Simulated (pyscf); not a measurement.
PySCF, gas phase, ωB97X-D3(BJ)/def2-SVP geometries.

**Question.** H₃C–AlH–CH₃ (SMILES [CH3][AlH][CH3]) + H• (SMILES [H]) -> CH₄ (SMILES C) + [H₃C–AlH]• (SMILES [CH3][AlH])
Surface: doublet. Broken: Al–C. Formed: C–H. Give ΔE‡ and ΔE from PBE0-D3(BJ)/def2-TZVP, relative to the separated reactants.

**Answer.** ΔE‡ = 70.3 kJ/mol, ΔE = -112.0 kJ/mol. ωB97M-D3(BJ)/def2-TZVP gives 95.1 kJ/mol and -103.1 kJ/mol. Zero-point energy shifts the barrier by +8.6 kJ/mol. It is a substitution at C, with an imaginary mode of 1821i cm⁻¹. The same reactants have a lower exit, to [H₃C–Al–CH₃]• + H₂ (barrier +11.5 kJ/mol at ωB97M-D3(BJ)/def2-TZVP, against +95.1 kJ/mol here). One saddle was located; it need not be the lowest between these sides. The angle at the attacked C is 156°.
